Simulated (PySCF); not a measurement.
Species: C₃H₄O₂ (charge +1 and doublet state).
Z-matrix (Å and degrees, GFN2-xTB geometry), rows numbered from 1:
```
O 
C   1  1.1680
C   2  1.5299  1  126.73
C   3  1.4940  2  116.79  1   139.80
O   3  1.3519  2  119.65  1  -153.71
H   2  1.1194  1  123.96  3   177.53
H   3  1.0945  2  111.41  1   -11.35
H   4  1.0879  3  120.59  5   103.22
H   4  1.0902  3  119.00  5  -103.66
```

The hyperfine couplings belong to this conformer and change with its torsions.

The species is `[O+]=C[C@H]1CO1` [radical] (charge +1).

Method: PySCF, UKS B3LYP, pcH-1 on C H O, non-relativistic, mean-field spin-orbit, GIAO. One conformer (not necessarily the lowest) at the GFN2-xTB geometry, without solvent, vibrations or thermal averaging. Couplings are sensitive to structure, and on GFN2-xTB geometries they can be far from those on DFT ones, by a factor of two or more for some ions and for spin on atoms past the first row. The SCF solution wasn't tested for stability.

(1) Match the computed a_iso(17O) values -28.4, -19.9 MHz with the sites O1; O5.

(2) The isotropic 13C couplings are -58.5, +16.5, -5.7 MHz. Assign them to C2; C3; C4.

(3) Match the computed a_iso(1H) values +316.5, +90.6, +23.1, +8.3 MHz with the sites H6; H7; H8; H9.

Answers

(1) 
```json
{"site": "O1", "a_iso (MHz)": "-28.4", "ρ(0) (bohr⁻³)": "+0.0468", "position": "largest spin population", "distance from O1 (Å)": "0.00", "spin population": "+0.49", "largest |T| (MHz)": "150.0"}
{"site": "O5", "a_iso (MHz)": "-19.9", "ρ(0) (bohr⁻³)": "+0.0328", "position": "3 bonds from O1", "distance from O1 (Å)": "3.55", "spin population": "+0.25", "largest |T| (MHz)": "86.6"}
```

(2) 
```
site  a_iso (MHz)  ρ(0) (bohr⁻³)         position  distance from O1 (Å)  spin population  largest |T| (MHz)
  C2        -58.5        -0.0520   1 bond from O1                  1.17            -0.04               18.6
  C3        +16.5        +0.0147  2 bonds from O1                  2.42            +0.10               32.8
  C4         -5.7        -0.0051  3 bonds from O1                  3.60            +0.01                4.6
```

(3) 
| site | a_iso (MHz) | ρ(0) (bohr⁻³) | position | distance from O1 (Å) | bound to | spin population there | largest \|T\| (MHz) |
| --- | --- | --- | --- | --- | --- | --- | --- |
| H6 | +316.5 | +0.0708 | 2 bonds from O1 | 2.02 | C2 | -0.04 | 10.9 |
| H7 | +90.6 | +0.0203 | 3 bonds from O1, on C3 of spin population +0.10 | 2.64 | C3 | +0.10 | 9.7 |
| H8 | +8.3 | +0.0019 | 4 bonds from O1 | 4.43 | C4 | +0.01 | 6.5 |
| H9 | +23.1 | +0.0052 | 4 bonds from O1 | 3.80 | C4 | +0.01 | 5.1 |

ρ(0) is the spin density at the nucleus and T the dipolar tensor. The largest Mulliken spin populations are on O1 (+0.49), O5 (+0.25), H6 (+0.14) and C3 (+0.10).

Examples of negative spin density at the nucleus (bohr⁻³): C2 (-0.0520) and C4 (-0.0051).

O1, the radical centre as drawn in `[O+]=C[C@H]1CO1`, holds a spin population of +0.49 out of 1.
